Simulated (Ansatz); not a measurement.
BS⁺, triplet along the distance B1-S2

Starting geometry (PBE0/def2-TZVP stationary point for this spin):

```
atom   x (Å)   y (Å)   z (Å)
   B  0.0000  0.0000  0.0000
   S  0.0000  0.0000  1.7033
```

From there S2 moves along the line of the two atoms named below, all else staying in place; atoms are numbered as listed. Energies are in kJ/mol, counted from the starting geometry at the same level.

Basis 6-31G; Ansatz 0.2.0. Correlated methods freeze the noble-gas cores. R marks a restricted (for open shells ROHF) determinant, U an unrestricted one.

Unrestricted rows (U) aren't spin-pure: their determinants' ⟨S²⟩ exceeds S(S+1) by up to 0.18, so they mix in states of higher spin. Coupled cluster chose its determinant by trial CCSD, here up to 0.04 eV above the lowest Hartree–Fock solution of its kind, and MP2 stands on that determinant too. The reference follows the lowest state, whose symmetry changes along the scan.

Full CI is exact within this basis and frozen core; it isn't the basis-set limit. The frozen core follows each run's orbitals, which can shift R against U totals by a few meV.

| distance B1-S2 (Å) | UMP2 |
| --- | --- |
| 1.385 | 351.8 |
| 1.509 | 123.4 |
| 1.703 | 0.0 |
| 1.873 | 5.7 |
| 2.030 | 44.5 |
| 2.338 | 72.3 |
| 2.775 | 67.0 |
| 3.154 | 82.6 |
| 3.723 | 108.4 |
| 4.616 | 130.1 |
| 5.766 | 137.6 |

Task: Estimate the full CI curve in 6-31G from this one, knowing how UMP2 errs.

Result: The computed full CI values, in kJ/mol from the starting point, and the error of UMP2 against them:
```json
{"distance B1-S2 (Å)": "1.385", "full CI": "365.9", "UMP2 less full CI": "-14.0"}
{"distance B1-S2 (Å)": "1.509", "full CI": "133.2", "UMP2 less full CI": "-9.8"}
{"distance B1-S2 (Å)": "1.703", "full CI": "0.0", "UMP2 less full CI": "0.0"}
{"distance B1-S2 (Å)": "1.873", "full CI": "-8.0", "UMP2 less full CI": "13.7"}
{"distance B1-S2 (Å)": "2.030", "full CI": "15.8", "UMP2 less full CI": "28.7"}
{"distance B1-S2 (Å)": "2.338", "full CI": "35.1", "UMP2 less full CI": "37.2"}
{"distance B1-S2 (Å)": "2.775", "full CI": "28.0", "UMP2 less full CI": "39.0"}
{"distance B1-S2 (Å)": "3.154", "full CI": "46.2", "UMP2 less full CI": "36.3"}
{"distance B1-S2 (Å)": "3.723", "full CI": "76.0", "UMP2 less full CI": "32.4"}
{"distance B1-S2 (Å)": "4.616", "full CI": "99.8", "UMP2 less full CI": "30.3"}
{"distance B1-S2 (Å)": "5.766", "full CI": "107.6", "UMP2 less full CI": "30.0"}
```

The error spans 53.0 kJ/mol and is largest, 39.0 kJ/mol, at 2.775 Å.
